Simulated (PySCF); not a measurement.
Basis-set dependence of NaSi⁺ at CCSD(T)

PySCF, UHF reference; triplet, unpaired electrons σ ↑, π ↑; De to Na⁺ + Si without counterpoise correction. Frozen cores follow the default of each basis and core potential.

```json
{"basis": "3-21G", "relativity": "no relativity", "functions": "26", "Re (Å)": "3.311", "ωe (cm⁻¹)": "138", "De (eV)": "0.51", "frozen orbitals": "6"}
{"basis": "pcseg-1", "relativity": "no relativity", "functions": "28", "Re (Å)": "3.284", "ωe (cm⁻¹)": "126", "De (eV)": "0.37", "frozen orbitals": "6"}
{"basis": "pcseg-2", "relativity": "no relativity", "functions": "53", "Re (Å)": "3.092", "ωe (cm⁻¹)": "164", "De (eV)": "0.48", "frozen orbitals": "6"}
```

(1) How does each smaller set differ from the one with most functions, pcseg-2?

Correlated steps freeze 6 core orbitals. Correlated levels converge slowly with the basis: in double zeta they bind strong bonds too weakly, by up to about 1 eV, and carry superposition errors of some tenths. For an ion De counts to the pair picked by the measured ionisation energies or electron affinities, which need not be the lowest pair at this level. 3-21G is very small, so such numbers show the basis as much as the molecule. The state was picked by a PBE0 search and need not be the measured ground state.

Results:

(1) 3-21G: +21.9 pm, -15.9 % in ωe, +0.03 eV in De; pcseg-1: +19.2 pm, -23.2 % in ωe, -0.11 eV in De. All at CCSD(T); the set with most functions is neither the basis-set limit nor always the best.
